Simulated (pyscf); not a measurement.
A first-order saddle from PySCF, ωB97X-D3(BJ)/def2-SVP:

```xyz
6

Cl     0.0333    -0.0533     1.2796
C      0.4070     0.1153    -0.6010
Cl     1.5662     1.3920    -0.8465
Cl    -1.0845     0.3659    -1.4652
H      0.8439    -0.8514    -0.8692
H     -0.2775    -0.2576     2.9475
```
Charge 0, spin multiplicity 2.

Surface: doublet, charge 0. Lowest wavenumbers (cm⁻¹): 1183i, 177, 190, 230, 254.

Name the species on either side of this saddle.

Cl–CH(Cl)–Cl (SMILES ClC(Cl)Cl) + H• (SMILES [H]) ⇌ HCl (SMILES Cl) + Cl–CH•–Cl (SMILES Cl[CH]Cl), an atom transfer read from left to right: C–Cl broken and Cl–H formed. At CCSD(T)/def2-TZVPP + ΔMP2(QZVPP) it lies +0.34 eV from the left side and +1.68 eV from the right (each side as separated species at their lowest minima found). This is the saddle that the search found; another between the same sides may lie lower. The angle at the transferred Cl is 178°. The CCSD(T) − MP2 part came from Ansatz, without density fitting, on the same reference.
